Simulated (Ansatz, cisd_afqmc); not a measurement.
Species: H$_{3}$O, charge 1, singlet. H3O+ (SMILES [OH3+]).
B3LYP-D3(BJ)/def2-TZVP minimum from Ansatz (an electronic-structure program):
```xyz
4

O      0.0646     0.0016     0.0270
H      0.0018     0.8028    -0.5358
H      0.0191    -0.8364    -0.4814
H     -0.5378     0.0209     0.8012
```
Charge +1, spin multiplicity 1.

Total energies in cc-pVTZ, 8 correlated electrons, 1 frozen orbitals. UHF or UKS for unpaired electrons; spin-orbit terms are left out. Correlated methods leave the cores frozen. No relativity. The Monte Carlo rows (phaseless AFQMC, CISD trial, step 0.005/hartree) carry one-sigma bars that omit the constraint's bias. Outlying blocks are dropped, and bars are widened where a walk drifts. Over all cases where full CI ran beside it in this data, AFQMC minus full CI had a median of +0.1 mEh and passed +0.4 mEh in a tenth of the cases.

```tsv
method	program	energy (Eh)	minus CCSDT(Q) (mEh)
HF	Ansatz	-76.33886	272.77
MP2	Ansatz	-76.59594	15.69
CCSD	Ansatz	-76.60423	7.40
CCSD(T)	Ansatz	-76.61124	0.39
CCSDT(Q)	Ansatz	-76.61163	0.00
AFQMC/CISD	cisd_afqmc	-76.6116 ± 0.0001	0.0 ± 0.1
```

Rough core times of Ansatz's runs on a shared machine: CCSD(T) under 20 s, CCSDT(Q) 30 s.
